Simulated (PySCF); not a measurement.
Species: chloroprene, C4H5Cl.
Numbering: `[CH2:1]=[CH:2][C:3](=[CH2:4])[Cl:5]` (hydrogens: H6, H7 on C1; H8 on C2; H9, H10 on C4)

A GFN2-xTB structure was refined with PBE0-D3(BJ)/def2-TZVP geometry optimisation, gas phase in PySCF. Its GFN2-xTB values:

| coordinate | GFN2-xTB |
| --- | --- |
| C1=C2 | 1.327 Å |
| C1–H6 | 1.077 Å |
| C1–H7 | 1.076 Å |
| C2–C3 | 1.451 Å |
| C2–H8 | 1.082 Å |
| C3=C4 | 1.330 Å |
| C3–Cl5 | 1.735 Å |
| C4–H9 | 1.076 Å |
| C4–H10 | 1.075 Å |
| C1–C2–C3 | 125.6° |
| C2–C3–C4 | 124.1° |
| C2–C3–Cl5 | 116.8° |
| C4–C3–Cl5 | 119.2° |

Q: How do these coordinates change at the PBE0-D3(BJ)/def2-TZVP level?

A: 
| coordinate | PBE0-D3(BJ)/def2-TZVP (Å or °) | change |
| --- | --- | --- |
| C4–H9 | 1.083 | +0.007 |
| C1–H7 | 1.082 | +0.006 |
| C1–H6 | 1.083 | +0.006 |
| C4–H10 | 1.081 | +0.006 |
| C2–H8 | 1.087 | +0.005 |
| C1=C2 | 1.329 | +0.002 |
| C2–C3 | 1.453 | +0.002 |
| C3–Cl5 | 1.734 | -0.001 |
| C3=C4 | 1.331 | +0.001 |
| C1–C2–C3 | 126.3 | +0.7 |
| C2–C3–C4 | 123.6 | -0.5 |
| C2–C3–Cl5 | 117.1 | +0.3 |
| C4–C3–Cl5 | 119.4 | +0.2 |

The energy falls by 0.17 kcal/mol over 3 energy and gradient evaluations, the largest force component goes from 0.0047 to 3.6e-04 Eh/bohr, and the atoms move by 0.017 Å rms after alignment. Among the bonds, C1–H6, C1–H7, C4–H9 and C4–H10 change most and about equally (+0.006 to +0.007 Å). Bonds longer at the end by more than 0.005 Å: 4 of 9; shorter: 0. Rotational constants go from 5480, 3816, 2250 to 5488, 3779, 2238 MHz.

The run used 191 basis functions and 23 SCF cycles in all. Hardware: an Arm Neoverse V1 with one thread, on a shared host. Cost: 27 s of wall time, 0.80 GiB resident at most.

No PBE0-D3(BJ)/def2-TZVP frequencies stand behind this structure, so it isn't proved a minimum. The numbers are those of one conformer.

Shape of the structure used: `[CH2:1]=[CH:2][C:3](=[CH2:4])[Cl:5]`: C1–C2–C3–C4 180°.
